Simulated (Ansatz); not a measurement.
# FS2: the cost of one run

The runs use Ansatz 0.2.0, Gaussian basis; def2-QZVPP, core rule «outside noble gas», up to 11 orbitals frozen.

To be run: UHF; ROHF; CCSD(T) on UHF.

## (1) The geometry

The geometry is a PBE0/def2-TZVP stationary point (not a proven minimum) of the parent state, kept for this charge and spin.

3 atoms, charge 1, spin multiplicity 5.

Atoms are counted from 1 here; the program's logs count them from 0.

Bond lengths: F1–S2 1.740 Å, S2–S3 1.950 Å. Angles: F1–S2–S3 180.0°.

## (2) UHF

Contents of in.yaml:

```yaml
crystal:
  periodic: [false, false, false]
  atoms:
    - {symbol: F, position_ang: [0.000000, 0.000000, 1.810100]}
    - {symbol: S, position_ang: [0.000000, 0.000000, 0.070000]}
    - {symbol: S, position_ang: [0.000000, 0.000000, -1.880100]}
basis:
  gaussian: {orbitals: "def2-QZVPP.json"}
total_charge: 1
magnetization: {spin_polarized: true, initial_magnetization: 4}
hamiltonian: {xc: hf}
output: {orbitals: {seedname: orbitals}}
```

Run with:

```sh
> ansatz run in.yaml --threads 1 --pin off --events-out ev --progress --plain --max-ram 2393MiB
```

Q: Estimate wall time and peak memory on 1 thread of Arm Neoverse V1, shared host.

About 19 s, with a peak of 0.43 GiB.
